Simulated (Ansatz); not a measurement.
**C₄H₆F₂: up Jacob's ladder to CCSD(T)**

Aim: compute C₄H₆F₂ with functionals from several rungs and with coupled cluster, and see how far each lands from CCSD(T) at the basis-set limit for the atomisation energy.

Method: functionals in def2-TZVPP, the program's frozen cores in correlated methods; program: Ansatz 0.2.0, Gaussian basis.

Plan: LDA (SPW92), PBE-D4, revPBE-D4, BLYP-D4, r2SCAN-D4, B97M-V, PBE0-D4, B3LYP-D4, r2SCANh-D4, r2SCAN0-D4, HSE06-D4, BHLYP-D4, CAM-B3LYP-D4, LC-ωPBE, ωB97X-V, ωB97M-V, B2PLYP, PBE-QIDH; CCSD(T)/def2-SVP; CCSD(T)/def2-TZVPP; MP2/def2-QZVPP; extrapolation to the limit; RPA on PBE.

## Step 1: The geometry

All runs share one geometry, relaxed beforehand with PBE0-D4 in a triple-zeta def2 set.

SMILES `C/C(=C/F)CF`, 12 atoms, charge 0, spin multiplicity 1.

Atoms are counted from 1 here; the program's logs count them from 0.

Bond lengths: C1–C2 1.493 Å, C1–H7 1.095 Å, C1–H8 1.092 Å, C1–H9 1.091 Å, C2–C3 1.324 Å, C2–C5 1.491 Å, C3–F4 1.339 Å, C3–H10 1.084 Å, C5–F6 1.389 Å, C5–H11 1.096 Å, C5–H12 1.090 Å. Angles: C2–C1–H7 110.8°, C2–C1–H8 110.5°, C2–C1–H9 111.6°, H7–C1–H8 107.1°, H7–C1–H9 108.3°, H8–C1–H9 108.4°, C1–C2–C3 120.8°, C1–C2–C5 117.6°, C3–C2–C5 121.5°, C2–C3–F4 122.9°, C2–C3–H10 125.0°, F4–C3–H10 112.2°, C2–C5–F6 110.0°, C2–C5–H11 110.6°, C2–C5–H12 111.8°, F6–C5–H11 106.8°, F6–C5–H12 108.1°, H11–C5–H12 109.3°.

## Step 2: LDA

This LDA is Slater exchange with PW92 correlation.

Input file in.yaml:

```yaml
crystal:
  periodic: [false, false, false]
  atoms:
    - {symbol: C, position_ang: [-0.268701, -1.258201, 0.602468]}
    - {symbol: C, position_ang: [0.123964, -0.030198, -0.150634]}
    - {symbol: C, position_ang: [0.992275, -0.094663, -1.147858]}
    - {symbol: F, position_ang: [1.376378, 0.980505, -1.848370]}
    - {symbol: C, position_ang: [-0.505051, 1.259454, 0.253317]}
    - {symbol: F, position_ang: [-0.288223, 1.490558, 1.605718]}
    - {symbol: H, position_ang: [-1.346154, -1.434692, 0.523376]}
    - {symbol: H, position_ang: [-0.037958, -1.145901, 1.664398]}
    - {symbol: H, position_ang: [0.250586, -2.141902, 0.228975]}
    - {symbol: H, position_ang: [1.466491, -1.003473, -1.500968]}
    - {symbol: H, position_ang: [-1.590655, 1.220634, 0.107818]}
    - {symbol: H, position_ang: [-0.095852, 2.102580, -0.304040]}
basis:
  gaussian: {orbitals: def2-TZVPP}
hamiltonian: {xc: lda}
output: {orbitals: {seedname: orbitals}}
```

The run is started by

```
$ ansatz run in.yaml --threads 4 --pin off --events-out ev --progress --plain --max-ram 10444MiB
```

After this run come: PBE-D4 (GGA); revPBE-D4 (GGA); BLYP-D4 (GGA); r2SCAN-D4 (meta-GGA); B97M-V (meta-GGA); PBE0-D4 (hybrid); B3LYP-D4 (hybrid); r2SCANh-D4 (hybrid); r2SCAN0-D4 (hybrid); HSE06-D4 (hybrid); BHLYP-D4 (hybrid); CAM-B3LYP-D4 (range-separated); LC-ωPBE (range-separated); ωB97X-V (range-separated); ωB97M-V (range-separated); B2PLYP (double hybrid); PBE-QIDH (double hybrid); CCSD(T) in def2-SVP; CCSD(T) in def2-TZVPP; MP2 in def2-QZVPP; RPA on PBE orbitals.

Q: Predict the results of all the runs planned. Wanted: atomisation energy, CCSD(T)/CBS; farthest beyond LDA; mean size of error, GGA; mean size of error, meta-GGA; mean size of error, hybrid; mean size of error, range-separated; mean size of error, double hybrid; gap, smallest and largest; T1 diagnostic.

As calculated:

```
                               quantity                                                                                  value
        atomisation energy, CCSD(T)/CBS                                                                          4901.1 kJ/mol
 functionals within 24.5 kJ/mol (0.5 %)  revPBE-D4, BLYP-D4, B97M-V, B3LYP-D4, r2SCANh-D4, LC-ωPBE, ωB97X-V, ωB97M-V, PBE-QIDH
                    farthest beyond LDA                                                                 PBE-D4 (+162.0 kJ/mol)
                mean size of error, GGA                                                                            67.4 kJ/mol
           mean size of error, meta-GGA                                                                            20.0 kJ/mol
             mean size of error, hybrid                                                                            56.5 kJ/mol
    mean size of error, range-separated                                                                            22.5 kJ/mol
      mean size of error, double hybrid                                                                            21.5 kJ/mol
              gap, smallest and largest                                              5.15 eV (LDA (SPW92)), 12.52 eV (LC-ωPBE)
                          T1 diagnostic                                                                                 0.0114
triples share of the correlation energy                                                                                  3.6 %
```

**Reading.** The LDA atomisation energy is off by 802.2 kJ/mol (16 %): it overbinds. PBE-D4 is off by +162.0 kJ/mol. Double hybrids carry the basis error of their MP2 part in triple zeta, and no dispersion term here, so their miss is partly the set-up's. The rungs meta-GGA, double hybrid, range-separated miss on average by less than the doubt on the reference (24.5 kJ/mol), so they tie. Misses under about 24.5 kJ/mol are within the doubt on the reference itself, which lacks core-valence correlation, relativity and higher excitations. Hartree-Fock recovers 73 % of the binding; the rest is correlation. CCSD(T) in def2-SVP is off by -195.5 kJ/mol, more than most functionals: a good method in a small basis is no reference. Orbital gaps span 5.1 to 12.5 eV; exact exchange widens them.
